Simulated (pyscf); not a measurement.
Thermochemistry of product channels of H₃C–SnH₃ (SMILES [CH3][SnH3]) + HF (SMILES F) on the singlet surface, in eV, from ωB97M-D3(BJ)/def2-TZVP energies (ideal gas, 1 atm, RRHO with modes under 100 cm⁻¹ raised to 100, one conformer, R ln 2 for chiral ones without a mode under 150 cm⁻¹). Single points on ωB97X-D3(BJ)/def2-SVP structures (PySCF, gas phase).

| products | ΔE | ΔH(298 K) | ΔG(600 K) | ΔG(900 K) |
|---|---|---|---|---|
| CH₄ (SMILES C) + F–SnH₃ (SMILES [F][SnH3]) | -0.88 | -0.86 | -0.80 | -0.75 |
| H₃C–SnH₂–F (SMILES [CH3][SnH2][F]) + H₂ (SMILES [H][H]) | -0.47 | -0.56 | -0.51 | -0.50 |

These are energies of the channels, which say nothing of barriers. Elements past Kr carry the def2 core potentials, without spin-orbit coupling.
